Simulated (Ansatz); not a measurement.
## GaO⁺, singlet: the ladder up to full CI

Geometry: a point of a stretch scan, not a stationary point.

```xyz
2

O     0.0000    0.0000    0.0000
Ga    0.0000    0.0000    4.4280
```

Basis cc-pVDZ; Ansatz 0.2.0. Only valence electrons are correlated (noble-gas cores and the filled d shells of p-block atoms frozen), which leaves 8 electrons in 26 orbitals. R marks a restricted (for open shells ROHF) determinant, U an unrestricted one. Active spaces: pair = (2e, 2o) about the gap; valence = (8e, 8o) chosen from the atoms' valence shells. No spin–orbit coupling is included, and no scalar relativity.

Full CI is exact within this basis and frozen core; it isn't the basis-set limit. The frozen core follows each run's orbitals, which can shift R against U totals by a few meV for light atoms and by up to 0.1 eV past Ca.

The determinant fills πx and πy unequally, so it is a mixture of Σ and Δ, which weighs on every level built on one determinant.

RHF is unstable: UHF (⟨S²⟩ = 1.01) lies 2.44 eV below the lowest RHF solution. Higher spins weren't run at this geometry and may lie near or lower.

The UHF ⟨S²⟩ is 1.005, the T1 diagnostic (RCCSD) is 0.0039 and the largest doubles amplitude (RCCSD) is 0.303.

```
                   level  E − E(full CI) (kJ/mol)  share of correlation (%)    wall time
                     RHF                    532.4                      0.00            –
                    RMP2                    156.6                     70.58            –
                    CISD                     76.2                     85.68        1.5 s
                   RCCSD                     33.1                     93.78            –
                RCCSD(T)                     14.1                     97.36        2.7 s
                 BCCD(T)                     14.1                     97.34        2.6 s
                 RCCSDT*                      0.5                     99.90            –
              RCCSDT(Q)*                     -0.2                    100.03         12 s
                RCCSDTQ*                      0.0                     99.99  12 s (H100)
     CASSCF (pair space)                    426.6                     19.88            –
     NEVPT2 (pair space)                     70.9                     86.68        3.3 s
     MRCISD (pair space)                     23.7                     95.56            –
   MRCISD+Q (pair space)                     -3.0                    100.57        3.8 s
  CASSCF (valence space)                    334.8                     37.12            –
  NEVPT2 (valence space)                     69.1                     87.02          4 s
  MRCISD (valence space)                      8.6                     98.39            –
MRCISD+Q (valence space)                     -1.6                    100.29        5.5 s
```

An asterisk marks runs whose energy the program itself flagged as in doubt.

The correlation energy at full CI, counted from RHF, is -5.518 eV. That run took 11 s on 2 threads of AMD EPYC 7R13 with a shared H100 80 GB, shared host over 55,883,796 determinants.

Run but not shown, since their state, orbitals or frozen core can't be matched to the reference's or they repeat it: UHF, UMP2, UCCSD, UCCSD(T), UCCSDT, UCCSDT(Q), UCCSDTQ.

Times hold each run's SCF and search for its determinant on a shared host, so for small cases they say little of a method's own cost; rows without a card ran on 1 thread of AMD EPYC 7R13. Some runs computed forces too.

Not variational, and here over 5 meV under the exact energy: MRCISD+Q (pair space), MRCISD+Q (valence space).

Unrestricted levels hold only the spin's projection, and here they fall towards a lower state of higher spin.

The full-CI state has the irrep A1 of C2v, in the program's axes (one component, if the state is degenerate).

Natural occupations of full CI about the gap: 1.981 1.977 1.904 1.001 0.986 0.031 0.031 0.031 0.015 0.007; effectively unpaired electrons, Σ n²(2−n)², 2.05. No single determinant describes this state well, so single-reference rows can miss without a flag.
